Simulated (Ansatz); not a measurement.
## Isomers

Structures of CH5BN (charge -1), closed shell, relaxed at PBE0-D4/def2-TZVPD (vibrations not checked; lower isomers may exist, and structures with a doubtful reference or unclear bonds are left out). Program: Ansatz 0.2.0. Basis: def2-TZVPPD. Cores are frozen in the correlated methods. B3LYP uses VWN-RPA correlation.

Task: Rank them by CCSD(T) energy, lowest first, and give each one's height above the lowest. Links in brackets join atoms within 1.22 times the sum of their covalent radii (1.1 for two metals). (An estimate is asked for; the value comes from the calculation.)
A.
CH₅BN ([CH2][BH][NH2]), total charge -1
```
8
angstrom
B 0.0798 0.2673 0.4356
N -0.5238 1.0032 -0.7106
C 0.6716 -1.0657 0.3682
H -0.7824 0.4280 -1.5013
H -1.2852 1.6263 -0.4866
H 0.0635 0.9230 1.4746
H 1.1601 -1.5396 1.2205
H 0.7031 -1.6770 -0.5407
```
B.
CH₅BN ([BH2][N][CH3]), total charge -1
```
8
angstrom
B -0.7245 0.1138 -0.8110
N 0.1258 0.3551 0.2222
C 0.7782 -0.7322 0.8723
H -1.3054 1.0250 -1.3960
H 0.5260 -1.7369 0.4595
H 0.5443 -0.7719 1.9535
H 1.8807 -0.6441 0.8262
H -0.9658 -1.0362 -1.2258
```
C.
CH₅BN ([CH3][BH][NH]), total charge -1
```
8
angstrom
C -0.5824 0.7792 -0.3433
B 0.4632 -0.3113 0.2229
N 0.1467 -1.6390 0.3207
H -1.5341 0.3093 -0.6219
H -0.1887 1.3019 -1.2281
H -0.7944 1.5650 0.3973
H 1.5661 0.1751 0.5547
H 0.9235 -2.1802 0.6978
```

Result: By the calculation: C (0.00 kcal/mol), A (7.57 kcal/mol), B (15.69 kcal/mol). Heights count from the lowest.

Task: Do PBE-D4, r2SCAN-D4, PBE0-D4, B3LYP-D4, wB97M-V, HF, MP2 give the same order? (Judge from chemistry; the calculation decides.)

Result: By the calculation: All do.

No T1 diagnostic of these runs exceeds 0.016.

For scale, one of the runs: CCSD(T)/def2-TZVPPD, 196 basis functions, launched by `ansatz run in.yaml --threads 2 --pin off --events-out ev --progress --plain --max-ram 4352MiB`. The run took 45 s on 2 CPU threads of an Arm Neoverse V2 (shared host), with 2.4 GiB of host memory at its peak.
